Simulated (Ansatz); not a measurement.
Cost and result for the atomization energy of `C/C(=C/F)CO` (13 atoms, 12 bonds).

| atom | x (Å) | y (Å) | z (Å) |
| --- | --- | --- | --- |
| C1 | -0.847 | 1.205 | 0.309 |
| C2 | -0.098 | -0.088 | 0.308 |
| C3 | 0.382 | -0.586 | 1.436 |
| F4 | 1.066 | -1.740 | 1.490 |
| C5 | 0.101 | -0.772 | -1.012 |
| O6 | 0.840 | 0.027 | -1.920 |
| H7 | -0.878 | 1.656 | 1.302 |
| H8 | -1.876 | 1.054 | -0.031 |
| H9 | -0.384 | 1.913 | -0.382 |
| H10 | 0.275 | -0.132 | 2.416 |
| H11 | -0.870 | -0.930 | -1.491 |
| H12 | 0.567 | -1.751 | -0.871 |
| H13 | 1.721 | 0.144 | -1.555 |

Charge 0, multiplicity 1. Geometry: relaxed with PBE0-D4/def2-TZVP. It is one conformer, not always the lowest. Program: Ansatz. All runs use 4 threads of an Arm Neoverse V2 on a shared host. Times are those of one run each, without the atoms' runs, and a repeat can differ threefold. Electronic energies, without spin–orbit coupling; frozen cores. CCSD(T)/CBS adds CCSD(T) − MP2 in def2-TZVPP to the MP2 limit, and its time is that of the two runs behind it. T1 = 0.011. B3LYP takes the VWN-RPA correlation (the form of Gaussian; ORCA's B3LYP/G).

CCSD(T)/CBS is a level of theory with its own doubt, some kJ/mol a heavy atom from the limit and from the frozen cores, so smaller differences don't rank the functionals.

```json
{"level": "PBE-D4/def2-TZVPP (with forces)", "functions": "284", "wall time": "3 s", "atomization (kcal/mol)": "1301.4", "difference from CCSD(T)/CBS": "38.4", "per bond": "3.2"}
{"level": "PBE0-D4/def2-TZVPP", "functions": "284", "wall time": "3.4 s", "atomization (kcal/mol)": "1272.6", "difference from CCSD(T)/CBS": "9.6", "per bond": "0.8"}
{"level": "r2SCAN-D4/def2-TZVPP (with forces)", "functions": "284", "wall time": "6 s", "atomization (kcal/mol)": "1268.0", "difference from CCSD(T)/CBS": "5.0", "per bond": "0.4"}
{"level": "B3LYP-D4/def2-TZVPP (with forces)", "functions": "284", "wall time": "6 s", "atomization (kcal/mol)": "1263.3", "difference from CCSD(T)/CBS": "0.3", "per bond": "0.0"}
{"level": "B2PLYP/def2-TZVPP", "functions": "284", "wall time": "7.5 s", "atomization (kcal/mol)": "1251.5", "difference from CCSD(T)/CBS": "-11.5", "per bond": "-1.0"}
{"level": "ωB97X-V/def2-TZVPP", "functions": "284", "wall time": "9 s", "atomization (kcal/mol)": "1264.3", "difference from CCSD(T)/CBS": "1.3", "per bond": "0.1"}
{"level": "ωB97M-V/def2-TZVPP (with forces)", "functions": "284", "wall time": "14 s", "atomization (kcal/mol)": "1267.1", "difference from CCSD(T)/CBS": "4.1", "per bond": "0.3"}
{"level": "MP2/def2-QZVPP", "functions": "552", "wall time": "34 s", "atomization (kcal/mol)": "1276.4", "difference from CCSD(T)/CBS": "13.4", "per bond": "1.1"}
{"level": "CCSD(T)/def2-TZVPP", "functions": "284", "wall time": "6.7 min", "atomization (kcal/mol)": "1232.3", "difference from CCSD(T)/CBS": "-30.7", "per bond": "-2.6"}
{"level": "CCSD(T)/CBS(def2)", "functions": "–", "wall time": "7.2 min", "atomization (kcal/mol)": "1263.0", "difference from CCSD(T)/CBS": "0.0", "per bond": "0.0"}
```

The D4 term adds +8.8 kcal/mol with B3LYP and +4.6 kcal/mol with PBE0; it sums over pairs of atoms, weighted by their polarisabilities, and B3LYP, whose exchange is more repulsive, gets the larger term. From PBE to PBE0 (25 % exact exchange), in def2-TZVPP and without D4, the atomization energy moves by −27.9 kcal/mol: exact exchange takes away binding that semilocal exchange gives to molecules. In def2-TZVPP, CCSD(T) changes the Hartree–Fock value by +318.7 kcal/mol (the triples alone add +20.1 kcal/mol) and MP2 by +344.8 kcal/mol; breaking electron pairs costs correlation energy, which Hartree–Fock lacks.
